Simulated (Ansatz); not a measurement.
**BH2F (singlet): the correlation ladder, cc-pVTZ**

Aim: climb from Hartree-Fock through coupled cluster for BH2F (singlet) at one geometry and basis, and see what each rung misses.

Computed with Ansatz 0.2.0, Gaussian basis. Level: cc-pVTZ, core rule «outside noble gas», up to 2 orbitals frozen.

The runs, in order: UHF; CCSD(T) on RHF; BCCD(T) on RHF; CCSDT(Q) on RHF.

7 further runs of the same task are left out: 6 for a known fault of the program, 1 set aside as unsound or not needed.

## (1) What is computed

The geometry is a PBE0/def2-TZVP stationary point (not a proven minimum).

4 atoms, charge 0, spin multiplicity 1.

Atoms are counted from 1 here; the program's logs count them from 0.

Bond lengths: B1–F2 1.317 Å, B1–H3 1.197 Å, B1–H4 1.197 Å. Angles: F2–B1–H3 117.8°, F2–B1–H4 117.8°, H3–B1–H4 124.4°.

Coordinates:

```xyz
4
charge 0, multiplicity 1
B     0.0000    0.0000    0.7506
F     0.0000    0.0000   -0.5661
H     0.0000    1.0589    1.3093
H     0.0000   -1.0589    1.3093
```

## (2) UHF

in.yaml reads:

```yaml
crystal:
  periodic: [false, false, false]
  atoms:
    - {symbol: B, position_ang: [0.000000, 0.000000, 0.750638]}
    - {symbol: F, position_ang: [0.000000, 0.000000, -0.566075]}
    - {symbol: H, position_ang: [0.000000, 1.058917, 1.309286]}
    - {symbol: H, position_ang: [0.000000, -1.058917, 1.309286]}
basis:
  gaussian: {orbitals: cc-pVTZ}
magnetization: {spin_polarized: true, initial_magnetization: 0}
hamiltonian: {xc: hf}
output: {orbitals: {seedname: orbitals}}
```

On the command line:

```console
> ansatz run in.yaml --threads 1 --pin off --events-out ev --progress --plain --max-ram 4096MiB --backend cpu
```

After this run come: CCSD(T) on RHF; BCCD(T) on RHF; CCSDT(Q) on RHF.

Before running them: what should the planned runs give, taken together? Wanted: RCCSDT(Q) below the RHF energy; RMP2 from RCCSDT(Q); RCCSD from RCCSDT(Q); RCCSD(T) from RCCSDT(Q); T1 diagnostic.

**Answer**, as computed:

| quantity | value |
| --- | --- |
| RCCSDT(Q) below the RHF energy | -10.4088 eV |
| RMP2 from RCCSDT(Q) | +676.6 meV |
| RCCSD from RCCSDT(Q) | +296.8 meV |
| RCCSD(T) from RCCSDT(Q) | +17.4 meV |
| levels within 1 kcal/mol (43 meV) | RCCSD(T), BCCD(T), RCCSDT |
| T1 diagnostic | 0.013 |

In words: RCCSD(T) misses by +17.4 meV, 0.2 % of the correlation energy. These misses are within one basis, not against nature.
